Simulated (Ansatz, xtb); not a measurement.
**Loss of HF: C2H4F2 → C2H3F + HF**

Species: C2H4F2 (1,1-difluoroethane) `CC(F)F`, singlet; C2H3F `C=CF`, singlet; HF, singlet. 

Shapes, held fixed at every level: PBE0-D4/def2-TZVP. Programs: Ansatz 0.2.0, xtb 6.7.1. The zero-point and thermal change to 298 K, harmonic and unscaled (PBE0-D4/def2-TZVP), is -12.1 kJ/mol.

**The experiment to reproduce.** Tabulated heats of formation (Active Thermochemical Tables): C2H4F2 -500.5; C2H3F -142.5; HF -272.7 kJ/mol, which give ΔH(298 K) = +85.3 kJ/mol.

```csv
level,kind,ΔH (kJ/mol),computed − measured
GFN2-xTB,semi-empirical,+159.1,+73.8
SPW92/def2-TZVPP,LDA,+132.3,+47.0
B3LYP/6-31G* (Cartesian functions),global hybrid,+150.4,+65.1
PBE0-D4/def2-TZVPP,global hybrid,+108.4,+23.1
wB97M-V/def2-TZVPP,range-separated hybrid,+102.3,+17.1
B2PLYP/def2-TZVPP,double hybrid,+91.1,+5.8
CCSD/def2-SVP,coupled cluster or CI,+115.5,+30.2
CCSD(T)/CBS estimate,coupled cluster or CI,+88.2,+2.9
```

Nearest: CCSD(T)/CBS estimate (+2.9); farthest: GFN2-xTB (+73.8). 2 of 8 levels lie within 10 kJ/mol. The CBS estimate extrapolates MP2 from def2-TZVPP and def2-QZVPP and adds CCSD(T) − MP2 in the triple-zeta set, cores frozen.
